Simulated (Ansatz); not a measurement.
A calculation with Ansatz (development build ahead of 0.2.0).

```yaml
crystal:
  periodic: [false, false, false]
  atoms:
    - { symbol: C, position_ang: [0.0, 0.0, 0.0] }
    - { symbol: H, position_ang: [1.17757, 0.0, 0.0] }
    - { symbol: H, position_ang: [-0.58879, 1.01981, 0.0] }
    - { symbol: H, position_ang: [-0.58879, -1.01981, 0.0] }
basis:
  gaussian: { orbitals: cc-pVDZ }
magnetization:
  spin_polarized: true
  initial_magnetization: 1
hamiltonian:
  xc: hf
correlation:
  method: mp2
  frozen_orbitals: { C: 1, H: 0 }
```

The input is written out in the form of the current development build from the run's settings.

Results

* Converged: yes
* Reference energy: -39.54709 hartree
* Correlation energy: -0.12992 hartree
* Total energy: -39.67701 hartree
* Spin squared of the determinant: 0.767
